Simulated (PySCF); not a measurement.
C₄H₆P (charge -1).
Atom-mapped SMILES: `[CH:1]#[C:2][CH2:3][P-:4][CH3:5]` (hydrogens: H6 on C1; H7, H8 on C3; H9, H10, H11 on C5)

Theory: PBE0-D3(BJ)/def2-SVP geometry optimisation, gas phase (PySCF 2.14.0).

What internal coordinates does the optimisation give?

```json
{"bond": "C1≡C2", "length (pm)": "122.0"}
{"bond": "C2–C3", "length (pm)": "145.4"}
{"bond": "C3–P4", "length (pm)": "191.1"}
{"bond": "P4–C5", "length (pm)": "188.2"}
{"bond": "C1–H6", "length (pm)": "107.2"}
{"bond": "C3–H7, C3–H8", "length (pm)": "110.8"}
{"bond": "C5–H9, C5–H10, C5–H11", "length (pm)": "110.9"}
```

Bonds in one row agree within 1 pm and their mean is given. A selection of angles:
```json
{"angle": "C2–C1–H6", "degrees": "176.0"}
{"angle": "C1–C2–C3", "degrees": "178.4"}
{"angle": "C2–C3–P4", "degrees": "114.8"}
{"angle": "C2–C3–H7", "degrees": "108.2"}
{"angle": "C2–C3–H8", "degrees": "108.7"}
{"angle": "P4–C3–H7", "degrees": "112.3"}
{"angle": "P4–C3–H8", "degrees": "106.2"}
{"angle": "H7–C3–H8", "degrees": "106.2"}
{"angle": "C3–P4–C5", "degrees": "96.0"}
{"angle": "P4–C5–H9", "degrees": "108.0"}
{"angle": "P4–C5–H10", "degrees": "114.1"}
{"angle": "H9–C5–H10", "degrees": "106.6"}
```

Dihedral angles: C2–C3–P4–C5 -67° (synclinal). The mirror-image conformer, all signs reversed, is as good.

The 2 C–C bonds span 1.220 Å (C1≡C2, drawn triple) to 1.454 Å (C2–C3, drawn single), a spread of 0.234 Å. Of the pairs four or more bonds apart, C2···H10 is among the closest relative to their van der Waals radii: 2.97 Å, 102 % of the sum of Bondi's values. P4 (phosphorus bonded to 2 C) is bent (angle 96.0°). The C–P distances run from 1.882 Å (P4–C5, drawn single) to 1.911 Å (C3–P4, drawn single), a spread of 0.029 Å.

Point group: C1 (no symmetry element, even within 0.4 Å). Not checked by PBE0-D3(BJ)/def2-SVP frequencies. The geometry's basis has no diffuse functions, a weakness for an anion.

Hardware: one thread, Intel Xeon 6975P-C (x86_64), shared host with 192 logical CPUs at a one-minute load of 67. Cost: 10 s wall, 0.46 GiB resident at most. These figures are those of the optimisation.
